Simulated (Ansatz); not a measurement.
**Al₂H₄ (singlet): wave-function methods side by side, cc-pVDZ**

An exercise on one series of results from a longer session: the logs are not shown, and one member is left open.

Method: cc-pVDZ, core rule «outside noble gas», up to 10 orbitals frozen; program: Ansatz 0.2.0, Gaussian basis.

The runs, in order: UHF; CCSD(T) on RHF; BCCD(T) on RHF; CISD; CCSDT(Q) on RHF; CCSDTQ on RHF; CASSCF and MRCISD+Q, 10 electrons in 12 orbitals; CASSCF and NEVPT2, 10 electrons in 12 orbitals.

3 further runs of the same task are left out: 3 set aside as unsound or not needed.

## What is computed

The geometry is a PBE0/def2-TZVP stationary point (not a proven minimum).

6 atoms, charge 0, spin multiplicity 1.

Atoms are counted from 1 here; the program's logs count them from 0.

Bond lengths: Al1–Al2 2.617 Å, Al1–H3 1.595 Å, Al1–H4 1.595 Å, Al2–H5 1.595 Å, Al2–H6 1.595 Å. Angles: Al2–Al1–H3 121.9°, Al2–Al1–H4 121.9°, H3–Al1–H4 116.1°, Al1–Al2–H5 121.9°, Al1–Al2–H6 121.9°, H5–Al2–H6 116.1°.

The first run:

Contents of in.yaml:

```yaml
crystal:
  periodic: [false, false, false]
  atoms:
    - {symbol: Al, position_ang: [0.000000, 0.000000, 1.308589]}
    - {symbol: Al, position_ang: [0.000000, 0.000000, -1.308589]}
    - {symbol: H, position_ang: [0.000000, 1.353331, 2.152404]}
    - {symbol: H, position_ang: [0.000000, -1.353331, 2.152404]}
    - {symbol: H, position_ang: [0.000000, 1.353331, -2.152404]}
    - {symbol: H, position_ang: [0.000000, -1.353331, -2.152404]}
basis:
  gaussian: {orbitals: cc-pVDZ}
magnetization: {spin_polarized: true, initial_magnetization: 0}
hamiltonian: {xc: hf}
output: {orbitals: {seedname: orbitals}}
```

Started as:

```console
ansatz run in.yaml --threads 1 --pin off --events-out ev --progress --plain --max-ram 2816MiB --backend cpu
```

Among the steps run: UHF; CCSD(T) on RHF; BCCD(T) on RHF; CISD; CCSDT(Q) on RHF; CCSDTQ on RHF; CASSCF and MRCISD+Q, 10 electrons in 12 orbitals; CASSCF and NEVPT2, 10 electrons in 12 orbitals.

One of the session's tables, all rows but one given; the rest of the session is left out.

```
          method  from RCCSDTQ (kcal/mol)
             RHF                  +111.60
            RMP2                   +28.45
            CISD                   +10.99
           RCCSD                    +2.59
        RCCSD(T)                    +0.67
         BCCD(T)                    +0.65
          RCCSDT                    +0.09
       RCCSDT(Q)                    +0.02
         RCCSDTQ                        0
  CASSCF valence                   +63.13
  NEVPT2 valence                   +22.11
  MRCISD valence                        ?
MRCISD+Q valence                    +0.51
```

**Question.** Estimate the row for MRCISD valence.

**Answer.** from RCCSDTQ (kcal/mol): +4.02. In the column «from RCCSDTQ (kcal/mol)» it lies between RCCSD (+2.59) and CISD (+10.99).
